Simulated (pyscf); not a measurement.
## Routes from `[SiH4]` + `[F][SiH]` [singlet]

Candidate steps break at most two bonds and form at most two. Each was searched with GFN2-xTB (tblite) first. Single points on ωB97X-D3(BJ)/def2-SVP structures (PySCF, gas phase). MP2 and CC: frozen core, UHF for open shells. ΔMP2 is the change of the MP2 total energy from the triple- to the quadruple-zeta basis. Energies: CCSD(T)/def2-TZVPP + ΔMP2(QZVPP), eV, from the separated reactants, singlet surface; ΔG‡ with ideal gas, 1 atm, RRHO with modes under 100 cm⁻¹ raised to 100, one conformer, R ln 2 for chiral ones without a mode under 150 cm⁻¹.

```tsv
products	type	ΔE‡	ΔE	ΔG‡ 298 K	ΔG‡ 900 K	ν‡ (cm⁻¹)
F–SiH₂–SiH₃	insertion	0.15	-1.97	0.62	1.49	475i
F–SiH₃ + SiH₂ [singlet]	four-centre exchange	0.57	+0.36	1.08	2.00	242i
```

Row 1: On the reactant side the descent ends in a complex, 0.28 eV under the separated species and 0.22 eV under the saddle at ωB97X-D3(BJ)/def2-TZVP. Row 2: On the reactant side the descent ends in a complex, 0.34 eV under the separated species and 0.70 eV under the saddle at ωB97X-D3(BJ)/def2-TZVP. On the product side the descent ends in an adduct with a F–Si contact, 0.43 eV under the separated species and 0.39 eV under the saddle at ωB97X-D3(BJ)/def2-TZVP. 

Plain bond fissions and candidates not yet searched are not listed, and one of them may be faster. Each barrier is that of the saddle found; lower ones may exist. The CCSD(T) − MP2 part came from Ansatz, without density fitting, on the same reference.
